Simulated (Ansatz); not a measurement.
# FH6NSi: the cost of one run

Program: Ansatz 0.2.0. Level of theory: RKS PBE0-D4/def2-SVP. These are calculated values, not measurements.

## Step 1: Starting point

Bond lengths: Si1–N2 2.170 Å, N2–H3 1.060 Å, N2–H4 1.060 Å, Si1–H5 1.460 Å, Si1–H6 1.459 Å, Si1–H7 1.459 Å, Si1–F8 1.890 Å. Angles: Si1–N2–H3 120.0°, Si1–N2–H4 120.0°, H3–N2–H4 120.0°, N2–Si1–H5 109.5°, N2–Si1–H6 109.5°, N2–Si1–H7 109.5°, N2–Si1–F8 71.6°, H5–Si1–H6 109.5°, H5–Si1–H7 109.5°, H5–Si1–F8 67.2°, H6–Si1–H7 109.5°, H6–Si1–F8 176.6°, H7–Si1–F8 72.8°.

As a file:

```xyz
9

Si    0.0000    0.0000    0.0000
N     0.0000    0.0000    2.1700
H    -0.8770   -0.2713    2.7000
H     0.8770    0.2713    2.7000
H     1.3768    0.0000   -0.4862
H    -0.6877    1.1914   -0.4862
H    -0.6877   -1.1914   -0.4862
F     0.9864   -1.4980    0.5960
H     0.6732   -1.0222    1.6919
```

## Step 2: Pulling towards end A

Springs on the bonds that form and break draw the guess towards this end; the thresholds are loose.

The input, input.yaml:

```yaml
crystal:
  periodic: [false, false, false]
  atoms:
    - { symbol: Si, position_ang: [0.0, 0.0, 0.0] }
    - { symbol: "N", position_ang: [0.0, 0.0, 2.17] }
    - { symbol: H, position_ang: [-0.877, -0.2713, 2.7] }
    - { symbol: H, position_ang: [0.877, 0.2713, 2.7] }
    - { symbol: H, position_ang: [1.3768, 0.0, -0.4862] }
    - { symbol: H, position_ang: [-0.6877, 1.1914, -0.4862] }
    - { symbol: H, position_ang: [-0.6877, -1.1914, -0.4862] }
    - { symbol: F, position_ang: [0.9864, -1.498, 0.596] }
    - { symbol: H, position_ang: [0.6732, -1.0222, 1.6919] }
basis:
  gaussian: { orbitals: def2-SVP }
hamiltonian:
  xc: pbe0
  dispersion: d4
relax:
  f_tol: 0.15
  max_steps: 25
  restrain:
    - { distance: [0, 7], at: 2.79, k: 30.0 }
    - { distance: [8, 1], at: 2.26, k: 30.0 }
    - { distance: [0, 1], at: 1.82, k: 30.0 }
    - { distance: [8, 7], at: 0.92, k: 30.0 }
```

Started as:

```
$ ansatz run input.yaml --threads 1 --pin off --max-ram 2048MiB --backend cpu --events-out ev --progress --plain --runs-dir out
```

What time and memory should one allow on 1 thread of Arm Neoverse V2, shared host?

About 21 s, with a peak of 0.14 GiB.
